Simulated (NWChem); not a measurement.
SiH₂ cation, doublet

```xyz
3

Si     0.0000     0.0000     0.0945
H      1.2878     0.0000    -0.6613
H     -1.2878     0.0000    -0.6613
```
Atoms are numbered in this order, from 1.

In the optimisation the excess spin sits in a1 (C2v, its own frame). Structure relaxed at the B3LYP/6-31G* (spherical d), spin-unrestricted level. No stability test was run on the SCF state.

Symmetry labels are those of C2v in the frame above (b1 and b2, or b-type labels, depend on it).

Problem. List the 4 lowest vertical excitations from B3LYP/def2-SVPD, spin-unrestricted, TDA (NWChem).

Solution. 
```csv
state,energy (eV),oscillator strength,symmetry of the excitation,<S²>
state 1,2.08,0.007,b2,0.75
state 2,4.59,0.009,b1,0.78
state 3,4.88,0.000,a2,2.75
state 4,5.55,0.000,a2,0.76
```
